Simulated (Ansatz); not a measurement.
# NaPt: from a trial structure to a relaxed crystal

Method: DFT r2SCAN, scalar-relativistic, plane waves, PAW (Ansatz 0.2.0). Cutoff 500 eV, Γ-centred k mesh, Gaussian smearing, no spin polarisation in the final step.

The start puts NaPt on the FeSi (B20) structure type (P2_13, No. 198), with Na in place of Fe, Pt in place of Si, at a guessed volume.

```xyz
8
Lattice="5.0964 0.0000 0.0000 0.0000 5.0964 0.0000 0.0000 0.0000 5.0964" Properties=species:S:1:pos:R:3 pbc="T T T"
Na    0.6829    0.6829    0.6829
Na    1.8653    4.4135    3.2311
Na    3.2311    1.8653    4.4135
Na    4.4135    3.2311    1.8653
Pt    4.3039    4.3039    4.3039
Pt    3.3407    0.7925    1.7557
Pt    1.7557    3.3407    0.7925
Pt    0.7925    1.7557    3.3407
```

Cell and atoms relax at zero pressure; the relaxation can't lower the symmetry of the start. After a coarse first stage the cell is made exact in the group found at 0.06 Å.

Formation energies are uncorrected and refer to the elements' standard structures at the same level.

Task: Describe the relaxed structure.

Result: It keeps P2_13 (No. 198). The result has the FeSi (B20) structure. Conventional cell: a = 5.207 Å. Na has 7 Pt at 2.68–2.86 Å and 6 Na at 3.22 Å; around Pt lie 7 Na at 2.68–2.86 Å and 6 Pt at 3.20 Å.

```xyz
8
Lattice="5.2066 0.0000 0.0000 0.0000 5.2066 0.0000 0.0000 0.0000 5.2066" Properties=species:S:1:pos:R:3 pbc="T T T"
Na    0.8003    0.8003    0.8003
Na    1.8030    4.4063    3.4036
Na    3.4036    1.8030    4.4063
Na    4.4063    3.4036    1.8030
Pt    4.4617    4.4617    4.4617
Pt    3.3482    0.7449    1.8584
Pt    1.8584    3.3482    0.7449
Pt    0.7449    1.8584    3.3482
```

Task: What are its volume, energy, density and gap?

Result: The volume per atom is 17.64 Å³ and the density is 10.26 g/cm³. The energy over the elements is 0.23 eV/atom and the gap on the 8×8×8 mesh is 0 eV (a metal).

The final run used a 8×8×8 mesh on its 8-atom cell and 0.10 eV smearing. For metals, differences of a few meV/atom aren't resolved. Spin–orbit coupling is left out. Symmetry constrained the relaxation, so the result can be a saddle point. The steps took about 4 core-minutes in all.